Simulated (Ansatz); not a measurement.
```yaml
crystal:
  periodic: [false, false, false]
  atoms:
    - {symbol: P, position_ang: [0.000000, 0.000000, -2.195714]}
    - {symbol: Al, position_ang: [0.000000, 0.000000, 0.045465]}
    - {symbol: S, position_ang: [0.000000, 0.000000, 2.150249]}
basis:
  gaussian: {orbitals: def2-TZVP}
hamiltonian: {xc: pbe0}
relax: {f_tol: 0.004, max_steps: 80}
```

```sh
$ ansatz run in.yaml --threads 1 --pin off --events-out ev --progress --plain --max-ram 2176MiB
```

Steps of the relaxation (energy above the last step; positions in Å, forces in eV/Å):

```
3
step 1, 52.1 meV
P     0.000    0.000   -2.196    0.000    0.000    0.087
Al    0.000    0.000    0.045    0.000    0.000    1.271
S     0.000    0.000    2.150    0.000    0.000   -1.358
```

```
3
step 2, 0.4 meV
P     0.000    0.000   -2.169    0.000    0.000   -0.077
Al    0.000    0.000    0.067    0.000    0.000    0.154
S     0.000    0.000    2.103    0.000    0.000   -0.077
```

```
3
step 3, 0.0 meV
P     0.000    0.000   -2.171    0.000    0.000   -0.028
Al    0.000    0.000    0.070    0.000    0.000    0.011
S     0.000    0.000    2.101    0.000    0.000    0.018
```

```
3
step 4, 0.0 meV
P     0.000    0.000   -2.173    0.000    0.000    0.002
Al    0.000    0.000    0.070    0.000    0.000    0.000
S     0.000    0.000    2.102    0.000    0.000   -0.002
```

Close pairs at the end: Al2–S3 2.032 Å, P1–Al2 2.243 Å.

A stationary point of restricted PBE0 after 4 steps (its stability towards spin polarisation wasn't tested); no frequencies were run, so it isn't proven a minimum. 11 s on 1 thread of Intel Xeon 6975P-C, shared host.
